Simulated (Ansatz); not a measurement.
Stepwise reaction of `CBC` with hydrogen, as a gas-phase model of exchange steps in deposition or etching. ΔE in kJ/mol; ΔG adds harmonic PBE0-D4 terms to CCSD(T)/CBS, at 1 bar.

Gas-phase electronic energies from Ansatz, PBE0-D4/def2-TZVP geometries. CBS: MP2 limit from def2 TZ/QZ plus the TZ coupled-cluster correction, frozen cores. This one scheme is used for every species. Functionals use def2-TZVPP. B3LYP here is the variant with VWN-RPA as its local correlation; programs differ in this.

```csv
step,reaction,PBE-D4,B3LYP-D4,ωB97M-V,CCSD(T)/CBS,ΔG(500 K)
2,`BC` + H₂ → BH₃ + CH₄,-6.8,-16.4,-14.0,-15.9,-0.9
```

**Question.** Give the row of step 1, `CBC` + H₂ → `BC` + CH₄. (An estimate is asked.)

**Answer.** The calculation gave: 
| step | reaction | PBE-D4 | B3LYP-D4 | ωB97M-V | CCSD(T)/CBS | ΔG(500 K) |
| --- | --- | --- | --- | --- | --- | --- |
| 1 | `CBC` + H₂ → `BC` + CH₄ | -10.0 | -17.7 | -15.4 | -16.0 | -10.5 |

**Question.** By hand: ΔE of the 2 steps together at CCSD(T)/CBS.

**Answer.** (-16.0) + (-15.9) = -31.9 kJ/mol, or -15.9 kJ/mol a step.

In ΔE the steps differ by no more than 0.1 kJ/mol. All are downhill at CCSD(T)/CBS. ΔG lies between -10.5 and -0.9 kJ/mol a step. PBE-D4 differs from CCSD(T)/CBS by 6.0 to 9.1 kJ/mol a step. Isolated molecules leave out the surface, adducts and barriers. Largest T1 diagnostic: 0.009.
